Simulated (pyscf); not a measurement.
## Addition across a multiple bond or ene-type step: `[NH]=[Si]` [singlet] + `[SiH4]` → `[NH2][Si][SiH3]` [singlet]

Gas phase, singlet surface, charge 0. Bonds broken: Si4–H5. Bonds formed: N1–H5, Si2–Si4. PySCF, gas phase, ωB97X-D3(BJ)/def2-SVP geometries. Correlated levels are frozen-core, on RHF or UHF. ΔMP2 is the change of the MP2 total energy from the triple- to the quadruple-zeta basis.

Transition state (Å):

```xyz
8

N      1.9585    -0.6090     0.3469
Si     0.8481     0.1242    -0.6201
H      2.9488    -0.8241     0.2766
Si    -1.0406    -0.2717     1.2260
H      0.7128    -0.6113     1.0128
H     -1.4570     1.1621     1.3154
H     -1.1608    -0.8826     2.5889
H     -1.9927    -0.9735     0.3105
```

One imaginary mode, 1920i cm⁻¹; descent along it reached the two sides named.

| bond | change | reactant side (Å) | saddle | product side |
|---|---|---|---|---|
| Si4–H5 | breaks | 1.492 | 1.799 | 3.0 |
| N1–H5 | forms | 4.3 | 1.413 | 1.017 |
| Si2–Si4 | forms | 3.7 | 2.7 | 2.394 |

Electronic energies relative to the separated reactants (eV):

```
level                             barrier  reaction energy  reverse barrier
--------------------------------  -------  ---------------  ---------------
ωB97X-D3(BJ)/def2-TZVP               1.84            -0.95             2.79
PBE/def2-TZVP                        1.57            -0.77             2.34
r²SCAN/def2-TZVP                     1.75            -0.73             2.48
B3LYP-D3(BJ)/def2-TZVP               1.92            -0.67             2.59
PBE0-D3(BJ)/def2-TZVP                1.64            -0.94             2.58
M06-2X/def2-TZVP                     1.97            -0.67             2.64
ωB97M-D3(BJ)/def2-TZVP               2.02            -0.62             2.64
HF/def2-TZVP                         2.80            -0.52             3.33
MP2/def2-QZVPP                       2.06            -0.48             2.54
CCSD/def2-TZVPP                      2.22            -0.60             2.82
CCSD(T)/def2-TZVPP                   2.11            -0.57             2.68
CCSD(T)/def2-TZVPP + ΔMP2(QZVPP)     2.06            -0.60             2.66
```

With CCSD(T)/def2-TZVPP + ΔMP2(QZVPP) energies and thermal terms (ideal gas, 1 atm, RRHO with modes under 100 cm⁻¹ raised to 100, one conformer, R ln 2 for rigid chiral ones), in eV:

```csv
T (K),ΔH‡,ΔG‡,ΔH,ΔG
298,1.98,2.32,-0.46,-0.11
600,2.01,2.66,-0.43,+0.23
900,2.03,2.98,-0.40,+0.56
1200,2.06,3.29,-0.37,+0.88
```

At the saddle there is also a short H–Si contact that neither side keeps. The same reactants have a lower exit, to :HSi–NH–SiH₃ [singlet] (barrier +0.67 eV at ωB97M-D3(BJ), against +2.02 eV here). H₂N–Si:–SiH₃ [singlet] lies 0.51 eV over its isomer :HSi–NH–SiH₃ [singlet], and others may lie lower still (electronic energy, ωB97M-D3(BJ)). This is the saddle that the search found; another between the same sides may lie lower. The CCSD(T) − MP2 part came from Ansatz, without density fitting, on the same reference.
